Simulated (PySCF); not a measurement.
All runs: PySCF with density fitting, gas phase, non-relativistic, closed shells, each molecule at its own PBE0-D3(BJ)/def2-TZVP geometry. Shieldings use GIAOs. Starting from PBE0/pcSseg-2, one thing was changed at a time: the functional to KT3, the functional to B97-2, the functional to wB97X-D.

Changes against PBE0/pcSseg-2 in 4 molecules:

```
          molecule  changed to  HOMO energy (eV)  mean 13C shielding (ppm)
              CN=O         KT3             +1.42                      +9.8
              CN=O       B97-2             +0.28                      +3.1
              CN=O     wB97X-D             -1.95                       0.0
O=S(=O)(O)C(F)(F)F         KT3             +1.56                      -1.0
O=S(=O)(O)C(F)(F)F       B97-2             +0.31                      +0.7
O=S(=O)(O)C(F)(F)F     wB97X-D             -1.90                      -0.1
              C=NO         KT3             +1.32                     +11.5
              C=NO       B97-2             +0.28                      +2.3
              C=NO     wB97X-D             -1.90                      -1.9
              NC=O         KT3             +1.44                     +11.0
              NC=O       B97-2             +0.29                      +2.5
              NC=O     wB97X-D             -1.92                      -1.9
```

For `FC(F)=C(F)F` the PBE0/pcSseg-2 run gave HOMO energy -7.61 eV, mean 13C shielding 30.2 ppm. The changed runs lost their labels:

| run | HOMO energy (eV) | mean 13C shielding (ppm) |
| --- | --- | --- |
| A | -6.24 | 33.4 |
| B | -9.49 | 29.6 |
| C | -7.34 | 31.5 |

Which run belongs to which change?

A: KT3; B: wB97X-D; C: B97-2.

```csv
run,"change of HOMO energy (eV), here / mean of the others","change of mean 13C shielding (ppm), here / mean of the others",next best match
A,+1.37 / +1.44,+3.2 / +7.8,B97-2
B,-1.88 / -1.92,-0.6 / -1.0,B97-2
C,+0.27 / +0.29,+1.3 / +2.2,KT3
```

Each run is given to the change whose mean effect on the other molecules lies nearest, every quantity measured in units of its scatter between molecules.

Would one quantity have been enough? Give each run to the change with the nearest mean effect on that quantity alone.

HOMO energy: 3 of 3 runs rightly; mean 13C shielding: 2 of 3 runs rightly.

Only sets that this rule tells apart clearly are shown.
